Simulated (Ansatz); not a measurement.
For litharge SnO, r²SCAN+rVV10 (Ansatz, an electronic-structure program, plane waves, PAW) gives:

* **lattice parameter a**: 3.793 Å
* **c axis length**: 4.761 Å

Task: What does PBE0 (Ansatz, PAW) give for the same quantities?

Result: 
- lattice constant a: 3.799 Å (rises by 0.2 %)
- lattice parameter c: 5.023 Å (increases by 5.5 %)

For comparison: lattice constant a 3.801 Å (measured, temperature not stated, not corrected to a static lattice; as tabulated in Electronic properties of the Sn1−xPbxO alloy and band alignment of the SnO/PbO …); lattice parameter c 4.835 Å (measured, temperature not stated, not corrected to a static lattice; as tabulated in Electronic properties of the Sn1−xPbxO alloy and band alignment of the SnO/PbO …).

Changes are worked out from the printed values.

Unless a cell is named, each level is at its own relaxed cell (r²SCAN+rVV10 17.12, PBE0 18.13 Å³/atom).

Caveats: the cell comes from a level without a dispersion term, which matters for the spacing of layers, chains or molecules (PBE0). Ansatz's density-functional and Hartree–Fock values are scalar-relativistic unless marked +SOC, with PAW data made under PBE.
